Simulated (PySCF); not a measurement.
# CISD/STO-3G run of BH3O (BH2(OH))

What is the energy change on altering one bond length of BH3O (BH2(OH)) at CISD/STO-3G? 

The calculation is run with PySCF 2.14.0.

8 further runs of the same task are left out: 8 set aside as unsound or not needed.

### 1 The molecule

The species is BH3O (5 atoms), meant as a singlet with charge 0. As SMILES, `[H]B([H])O`. Geometry: relaxed at GFN2-xTB.

Bond lengths: B1–O4 1.325 Å, B1–H2 1.172 Å, B1–H3 1.182 Å, O4–H5 0.958 Å. Angles: B1–O4–H5 117.9°, H2–B1–O4 115.8°, H3–B1–O4 122.8°, H2–B1–H3 121.4°.

### 2 The energy at CISD/STO-3G

job.py

```python
# BH2(OH)
from pyscf import gto, ci

mol = gto.Mole()
mol.atom = '''
B        0.270970       0.302480      -0.108500
H        1.403550       0.390040      -0.395610
H       -0.432910       1.251360      -0.080700
O       -0.159420      -0.918700       0.174490
H       -1.082200      -1.025180       0.410320
'''
mol.verbose = 3
mol.basis = 'sto-3g'
mol.max_memory = 1860
mol.build()

hf = mol.RHF()
hf.conv_tol = 1e-10
hf.kernel()
if not hf.converged:
    hf = hf.newton().run(hf.mo_coeff, hf.mo_occ)

cisd = ci.CISD(hf, frozen=2)
cisd.kernel()
etot = cisd.e_tot
print('E(%s) = %.9f' % ('CISD', etot))
```

Command:

```bash
$ OMP_NUM_THREADS=1 python job.py
```

Log:

```text
converged SCF energy = -99.9843806969804
E(RCISD) = -100.0852380755972  E_corr = -0.1008573786168427
E(CISD) = -100.085238076
```

Wall time 0.56 s (1 thread of Arm Neoverse V2, shared host); peak memory 0.12 GiB.

### 3 The distorted shape at the same level

run.py

```python
from pyscf import gto, scf, ci

mol = gto.M(
    atom='''
B        0.357035       0.546678      -0.165089
H        1.489615       0.634238      -0.452199
H       -0.346845       1.495558      -0.137289
O       -0.159420      -0.918700       0.174490
H       -1.082200      -1.025180       0.410320
''',
    max_memory=1860,
    charge=0,
    spin=0,
    basis='sto-3g',
    verbose=3,
)

mf = scf.RHF(mol)
mf.conv_tol = 1e-10
mf.kernel()
if not mf.converged:
    mf = mf.newton().run(mf.mo_coeff, mf.mo_occ)

cisd = ci.CISD(mf, frozen=2)
cisd.kernel()
energy = cisd.e_tot
print('E = %.10f Eh' % energy)
```

Command:

```bash
$ OMP_NUM_THREADS=1 python run.py
```

Log:

```text
converged SCF energy = -99.9334720856939
E(RCISD) = -100.0396882381279  E_corr = -0.1062161524340102
E = -100.0396882381 Eh
```

Run time: 0.48 s. Hardware: 1 thread of Arm Neoverse V2, shared host; peak memory 0.1 GiB.

### 4 What came out

At CISD/STO-3G, 2 core orbitals frozen:

| quantity | value |
| --- | --- |
| first shape: total energy | -100.08524 Eh |
| first shape: dipole moment (Hartree–Fock density) | 1.64 D |
| first shape: HOMO energy (Hartree–Fock orbitals) | -10.63 eV |
| first shape: LUMO energy (Hartree–Fock orbitals) | 8.52 eV |
| first shape: HOMO–LUMO gap (Hartree–Fock orbitals) | 19.15 eV |
| first shape: correlation energy (2 core orbitals frozen) | -100.9 mEh |
| distorted shape: total energy | -100.03969 Eh |
| distorted shape: dipole moment (Hartree–Fock density) | 1.33 D |
| distorted shape: HOMO energy (Hartree–Fock orbitals) | -10.27 eV |
| distorted shape: LUMO energy (Hartree–Fock orbitals) | 6.98 eV |
| distorted shape: HOMO–LUMO gap (Hartree–Fock orbitals) | 17.25 eV |
| distorted shape: correlation energy (2 core orbitals frozen) | -106.2 mEh |
| energy change with the B1–O4 bond stretched from 1.325 to 1.590 Å | 1.239 eV |

In words: With the B1–O4 bond stretched from 1.325 to 1.590 Å the energy rises by 1.24 eV (29 kcal/mol). The first shape isn't relaxed at this level, so the change isn't measured from a minimum. The minimal basis adds a large error of its own. Mulliken charges (first shape) of the mean-field density run from -0.35 on O4 to +0.29 on B1; they depend strongly on the basis.
